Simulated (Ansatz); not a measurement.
# SiPH2 (doublet): wave-function methods side by side, cc-pVDZ

Aim: climb from Hartree-Fock through coupled cluster and multireference methods for SiPH2 (doublet) at one geometry and basis, and see what each rung misses.

The runs use Ansatz 0.2.0, Gaussian basis; cc-pVDZ, core rule «outside noble gas», up to 10 orbitals frozen.

To be run: UHF; CCSD(T) on ROHF; CCSD(T) on UHF; BCCD(T) on ROHF; CISD; CCSDT(Q) on ROHF; CCSDT(Q) on UHF; CASSCF and MRCISD+Q, 11 electrons in 10 orbitals; CASSCF and NEVPT4(SD), 11 electrons in 10 orbitals; CASSCF and NEVPT2, 11 electrons in 10 orbitals.

21 further runs of the same task are left out: 2 for a known fault of the program, 4 that didn't finish, 15 set aside as unsound or not needed.

### Step 1. The system

The geometry is a PBE0/def2-TZVP stationary point (not a proven minimum).

4 atoms, charge 0, spin multiplicity 2.

Atoms are counted from 1 here; the program's logs count them from 0.

Bond lengths: Si1–P2 2.059 Å, Si1–H3 1.485 Å, Si1–H4 1.485 Å. Angles: P2–Si1–H3 124.2°, P2–Si1–H4 124.2°, H3–Si1–H4 111.6°.

Coordinates:

```csv
atom,x (Å),y (Å),z (Å)
Si1,0.0000,0.0000,1.0167
P2,0.0000,0.0000,-1.0424
H3,0.0000,1.2280,1.8518
H4,0.0000,-1.2280,1.8518
```

### Step 2. UHF

Contents of in.yaml:

```yaml
crystal:
  periodic: [false, false, false]
  atoms:
    - {symbol: Si, position_ang: [0.000000, 0.000000, 1.016675]}
    - {symbol: P, position_ang: [0.000000, 0.000000, -1.042393]}
    - {symbol: H, position_ang: [0.000000, 1.227985, 1.851803]}
    - {symbol: H, position_ang: [0.000000, -1.227985, 1.851803]}
basis:
  gaussian: {orbitals: cc-pVDZ}
magnetization: {spin_polarized: true, initial_magnetization: 1}
hamiltonian: {xc: hf}
output: {orbitals: {seedname: orbitals}}
```

Started as:

```
> ansatz run in.yaml --threads 1 --pin off --events-out ev --progress --plain --max-ram 2393MiB
```

After this run come: CCSD(T) on ROHF; CCSD(T) on UHF; BCCD(T) on ROHF; CISD; CCSDT(Q) on ROHF; CCSDT(Q) on UHF; CASSCF and MRCISD+Q, 11 electrons in 10 orbitals; CASSCF and NEVPT4(SD), 11 electrons in 10 orbitals; CASSCF and NEVPT2, 11 electrons in 10 orbitals.

**Question.** What will the summary of the whole plan be? Wanted: RCCSDT(Q) below the RHF energy; RMP2 from RCCSDT(Q); UMP2 from RCCSDT(Q); RCCSD from RCCSDT(Q); RCCSD(T) from RCCSDT(Q); UCCSD(T) from RCCSDT(Q); UCCSDT(Q) from RCCSDT(Q); NEVPT2 valence from RCCSDT(Q); NEVPT4(SD) valence from RCCSDT(Q).

**Answer**, as computed:

| quantity | value |
| --- | --- |
| RCCSDT(Q) below the RHF energy | -6.5686 eV |
| RMP2 from RCCSDT(Q) | +30.00 kcal/mol |
| UMP2 from RCCSDT(Q) | +34.84 kcal/mol |
| RCCSD from RCCSDT(Q) | +7.24 kcal/mol |
| RCCSD(T) from RCCSDT(Q) | +1.37 kcal/mol |
| UCCSD(T) from RCCSDT(Q) | +1.85 kcal/mol |
| UCCSDT(Q) from RCCSDT(Q) | -0.05 kcal/mol |
| NEVPT2 valence from RCCSDT(Q) | +25.34 kcal/mol |
| NEVPT4(SD) valence from RCCSDT(Q) | +2.76 kcal/mol |
| MRCISD+Q valence from RCCSDT(Q) | +0.37 kcal/mol |
| levels within 1 kcal/mol (43 meV) | RCCSDT, UCCSDT, UCCSDT(Q), MRCISD+Q valence |
| T1 diagnostic | 0.028 |
| effectively unpaired electrons | 1.09 |

RCCSD(T) misses by +1.37 kcal/mol, 0.9 % of the correlation energy. CCSD(T) misses by +1.37 kcal/mol on the restricted determinant and by +1.85 kcal/mol on the unrestricted one; the two need not hold the same state or core. One determinant dominates. Of the multireference levels listed MRCISD+Q valence comes nearest in total energy (+0.37 kcal/mol), which doesn't show that its space is the better one. These misses are within one basis, not against nature; the frozen cores of restricted and unrestricted runs differ, which can shift their rows.
